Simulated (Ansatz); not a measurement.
Basis-set extrapolation for C₅H₄ (`C#CC#CC`) (PBE0-D4/def2-TZVP geometry, frozen core, Ansatz). Multiplicity 1, RHF reference.

```csv
,def2-TZVPP,def2-QZVPP
HF,-191.616847,-191.624625
MP2 correlation,-0.770333,-0.819436
CCSD(T) correlation,-0.831314,not run
```

Energies in hartree. Use E(X) = E(∞) + A·exp(−7.88·√X) for Hartree–Fock and E(X) = E(∞) + B·X^(−2.97) for correlation, with X = 3 and 4, and add CCSD(T) minus MP2 of the smaller set to the MP2 limit.

Task: What is the CCSD(T) energy at the basis-set limit?

Result: HF limit: -191.624625 + (-0.007778) × 0.13774 = -191.62570. MP2 limit: -0.819436 + (-0.049103) × 0.74074 = -0.85581. Higher-order term: -0.831314 − (-0.770333) = -0.06098. Total: -192.54249 hartree, 2.57 eV below CCSD(T)/def2-TZVPP.
